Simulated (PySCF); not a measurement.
Isomers of C2H3N. All species are isolated molecules in the gas phase. Strings in code marks are SMILES.

Calculation: PySCF 2.14.0 with PBE0-D3(BJ)/def2-TZVP. All candidates: neutral, multiplicity 1. 

```
Property         Result
-------------  --------
HOMO–LUMO gap   6.86 eV
dipole moment    1.50 D
HOMO           -6.94 eV
```

Q: Say which member has these values.
A. `C#CN`
B. `C=C=N`
C. `[C-]#[N+]C`
D. `CC#N`

A: B, `C=C=N`. The others give `C#CN`: 7.34 eV, 1.88 D, -6.52 eV; `CC#N`: 10.33 eV, 4.02 D, -9.47 eV; `[C-]#[N+]C`: 9.42 eV, 3.89 D, -8.69 eV
